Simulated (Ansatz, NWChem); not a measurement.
# Heat of formation of C4H8 (methylcyclopropane) from total energies

The species is C4H8 (12 atoms), meant as a singlet with charge 0. SMILES: `CC1CC1`. Geometry: relaxed at PBE0-D4/def2-TZVP.

```csv
atom,x (Å),y (Å),z (Å)
C,-0.9301,1.0362,-0.4404
C,-0.4029,-0.1345,0.3377
C,1.0457,-0.1956,0.7106
C,0.4955,-1.1319,-0.3251
H,-1.8294,0.7696,-1.0028
H,-1.1810,1.8729,0.2176
H,-0.1841,1.3907,-1.1572
H,-1.0921,-0.5413,1.0715
H,1.3174,-0.6035,1.6763
H,1.6831,0.6129,0.3716
H,0.7631,-0.9525,-1.3601
H,0.3919,-2.1781,-0.0657
```

Total energies at wB97X/def2-SVP (NWChem 7.3.0); the atoms run unrestricted:

| species | state | energy (Eh) |
| --- | --- | --- |
| C4H8 | singlet | -157.059746 |
| C | triplet | -37.801739 |
| H | doublet | -0.500604 |

Harmonic wavenumbers at PBE0-D4/def2-TZVP, in cm⁻¹: 225, 343, 362, 778, 808, 819, 895, 941, 1013, 1058, 1070, 1110, 1143, 1195, 1215, 1245, 1390, 1425, 1461, 1482, 1492, 1515, 3038, 3108, 3109, 3144, 3148, 3158, 3223, 3238.

Measured heats of formation of the gaseous atoms at 298.15 K, in kJ/mol: C 716.9, H 218.0. Spin-orbit lowering of the atoms at 298 K (mean of the ground term's levels less their thermal mean, from spectra), in kJ/mol: C 0.02. Take 1 Eh = 2625.50 kJ/mol, 1 cm⁻¹ = 0.0119627 kJ/mol, RT = 2.479 kJ/mol.

**Question.** What heat of formation follows?

**Answer.** 
1. Electronic atomisation energy: 4 × (-37.801739) + 8 × (-0.500604) − (-157.059746) = 1.847958 Eh = 4851.8 kJ/mol.
2. Zero-point energy: half the sum of the wavenumbers, 24075.5 cm⁻¹ = 288.0 kJ/mol.
3. Thermal vibrational enthalpy, Σ hcν̃/(exp(hcν̃/kT) − 1): 4.7 kJ/mol. Translation, rotation and pV of a non-linear molecule: 4 RT = 9.9 kJ/mol.
4. The 12 free atoms carry 5/2 RT each: 74.4 kJ/mol.
5. Spin-orbit coupling lowers the free atoms by 4 × 0.02 = 0.1 kJ/mol.
6. Atomisation enthalpy at 298 K: 4851.8 − 0.1 − 288.0 − 4.7 − 9.9 + 74.4 = 4623.5 kJ/mol.
7. Sum of the atoms' heats of formation: 4611.6 kJ/mol. Heat of formation: 4611.6 − 4623.5 = -11.9 kJ/mol.

No measured value is set beside it here. Anharmonicity and any spin-orbit splitting of the molecule are left out.
